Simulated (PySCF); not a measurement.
# A diatomic session: NaN+

Aim: find the lowest electronic state of NaN+, scan its bond at several levels of theory, and get bond length, wavenumber and dissociation energy from each curve.

Method: Na 6-31G(d,p), N 6-31G(d,p), no relativity; program: PySCF 2.14.0.

### 1 The job

A driver script around PySCF takes these settings:

* atoms: Na, N
* charge: 1
* basis: Na 6-31G(d,p), N 6-31G(d,p)
* Hamiltonian: no relativity
* basis functions: 32
* electrons treated: 17
* masses in u: 22.9898, 14.0031
* levels: PBE0, PBE, r²SCAN, r²SCANh, M06-2X, PBEsol, HSE06, HF, MP2, SCS-MP2, CCSD, CCSD(T)
* grid: 80 radial by 434 angular points
* occupations: held fixed by the projection of orbital angular momentum
* dissociation limit: Na+ + N, each in its ground configuration
* starting distance in angstrom: 2.330
* values of 2S to try: 1, 3

Command:

```console
$ OMP_NUM_THREADS=1 python dia.py task.json out
```

After this run come: First curve: PBE0; Other states along the same grid; PBE (GGA); r²SCAN (meta-GGA); r²SCANh; M06-2X (hybrid meta-GGA); PBEsol; HSE06 (range-separated hybrid); UHF; MP2 and coupled cluster.

Before running it: what results should come out? Wanted: for each run, Re; ωe; De; μ.

The runs gave:

Lowest PBE0 solution found, without spin–orbit coupling: ⁴Σ⁻ (quartet), unpaired electrons σ ↑, π ↑↑. State 2 has its PBE0 minimum 1.19 eV higher, as a spin-mixed determinant (⟨S²⟩ = 1.76), so this is no gap between pure states. State 3 has its PBE0 minimum 1.20 eV higher, as a spin-mixed determinant (⟨S²⟩ = 1.76), so this is no gap between pure states. The other levels ran on the lowest alone.

```
      level  Re (Å)  ωe (cm⁻¹)  De (eV)  μ (D)
        UHF   2.732      125.7    0.114  -4.39
    UHF-MP2   2.721      137.4    0.136    n/a
UHF-SCS-MP2   2.723      136.1    0.132    n/a
   UHF-CCSD   2.715      140.3    0.143    n/a
UHF-CCSD(T)   2.711      142.0    0.146    n/a
        PBE   2.671      148.1    0.197  -4.11
     PBEsol   2.657      148.5    0.193  -4.09
     r²SCAN   2.677      141.8    0.157  -4.19
    r²SCANh   2.674      141.5    0.152  -4.20
       PBE0   2.672      142.7    0.163  -4.18
      HSE06   2.668      144.2    0.165  -4.17
     M06-2X   2.629      150.1    0.166  -4.13
```

De is counted to Na+ + N in their ground configurations. A positive dipole points from Na to N; in an ion it is taken about the centre of mass and does not tell which atom is negative.

The methods spread over 0.103 Å in bond length, from M06-2X to UHF. CCSD(T) can't serve as the judge here: for a weak bond in this basis it is far from its limit. Among the levels with a De in the table, it runs from 0.114 eV (UHF) to 0.197 eV (PBE).

Correlated steps freeze 2 core orbitals. The bond is weak, and basis-set superposition, which was not computed, may be a sizeable part of it.
